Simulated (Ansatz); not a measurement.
# Si₂NH₆ radical: one species, many methods

One table from this session's results is given with a row withheld; the runs are named, their logs left out.

Program: Ansatz 0.2.0, Gaussian basis. Level of theory: functionals in def2-TZVPP, the program's frozen cores in correlated methods. These are calculated values, not measurements.

Plan: LDA (SPW92), PBE-D4, revPBE-D4, BLYP-D4, r2SCAN-D4, B97M-V, PBE0-D4, B3LYP-D4, r2SCANh-D4, r2SCAN0-D4, HSE06-D4, BHLYP-D4, CAM-B3LYP-D4, LC-ωPBE, ωB97X-V, ωB97M-V, B2PLYP, PBE-QIDH; CCSD(T)/def2-SVP; CCSD(T)/def2-TZVPP; MP2/def2-QZVPP; extrapolation to the limit; RPA on PBE.

### Structure used throughout

The geometry comes from an earlier relaxation with PBE0-D4 in a triple-zeta def2 set; it is a stationary point, not always the lowest conformer.

SMILES `[SiH3][N][SiH3]`, 9 atoms, charge 0, spin multiplicity 2.

Atoms are counted from 1 here; the program's logs count them from 0.

Bond lengths: Si1–N2 1.720 Å, Si1–H4 1.490 Å, Si1–H5 1.490 Å, Si1–H6 1.486 Å, N2–Si3 1.720 Å, Si3–H7 1.490 Å, Si3–H8 1.490 Å, Si3–H9 1.486 Å. Angles: N2–Si1–H4 115.3°, N2–Si1–H5 105.5°, N2–Si1–H6 108.5°, H4–Si1–H5 109.0°, H4–Si1–H6 108.9°, H5–Si1–H6 109.5°, Si1–N2–Si3 137.8°, N2–Si3–H7 105.6°, N2–Si3–H8 115.3°, N2–Si3–H9 108.4°, H7–Si3–H8 109.0°, H7–Si3–H9 109.5°, H8–Si3–H9 108.9°.

The first run:

in.yaml

```yaml
crystal:
  periodic: [false, false, false]
  atoms:
    - {symbol: Si, position_ang: [-0.774009, 1.094499, -0.884002]}
    - {symbol: N, position_ang: [0.224383, 0.477813, 0.374048]}
    - {symbol: Si, position_ang: [0.765159, -1.055191, 0.937334]}
    - {symbol: H, position_ang: [-1.664376, 0.094297, -1.538170]}
    - {symbol: H, position_ang: [0.163333, 1.647117, -1.901694]}
    - {symbol: H, position_ang: [-1.607908, 2.192703, -0.329486]}
    - {symbol: H, position_ang: [2.187462, -1.161066, 0.507018]}
    - {symbol: H, position_ang: [0.011773, -2.229280, 0.412920]}
    - {symbol: H, position_ang: [0.694184, -1.060881, 2.422033]}
basis:
  gaussian: {orbitals: def2-TZVPP}
magnetization: {spin_polarized: true, initial_magnetization: 1}
hamiltonian: {xc: lda}
output: {orbitals: {seedname: orbitals}}
```

Among the steps run: LDA; PBE-D4 (GGA); revPBE-D4 (GGA); BLYP-D4 (GGA); r2SCAN-D4 (meta-GGA); B97M-V (meta-GGA); PBE0-D4 (hybrid); B3LYP-D4 (hybrid); r2SCANh-D4 (hybrid); r2SCAN0-D4 (hybrid); HSE06-D4 (hybrid); BHLYP-D4 (hybrid); CAM-B3LYP-D4 (range-separated); LC-ωPBE-D4 (range-separated; the results give it without D4); ωB97X-V (range-separated); ωB97M-V (range-separated); B2PLYP (double hybrid); PBE-QIDH (double hybrid).

One table of the session follows, with a row left open; its other results are not shown here.

It belongs to the step «Orbital energies across the functionals». 

```
  functional  HOMO (eV)  LUMO (eV)  gap (eV)
 LDA (SPW92)      -6.20      -5.70      0.50
      PBE-D4      -6.22      -5.33      0.89
   revPBE-D4      -6.20      -5.23      0.97
     BLYP-D4      -6.11      -5.24      0.87
   r2SCAN-D4      -6.57      -4.88      1.70
      B97M-V      -6.78      -5.05      1.73
     PBE0-D4      -7.65      -4.05      3.60
    B3LYP-D4      -7.42      -4.43      2.99
  r2SCANh-D4      -7.09      -4.41      2.69
  r2SCAN0-D4      -7.87      -3.70      4.17
    HSE06-D4      -7.24      -4.44      2.80
    BHLYP-D4      -8.98      -2.67      6.31
CAM-B3LYP-D4          ?          ?         ?
     LC-ωPBE     -10.47      -1.56      8.91
     ωB97X-V     -10.10      -1.94      8.16
     ωB97M-V      -9.95      -2.05      7.91
```

**Question.** Estimate the row for CAM-B3LYP-D4.

**Answer.** HOMO (eV): -9.06; LUMO (eV): -2.92; gap (eV): 6.14. In the column «HOMO (eV)» it lies between ωB97M-V (-9.95) and BHLYP-D4 (-8.98).
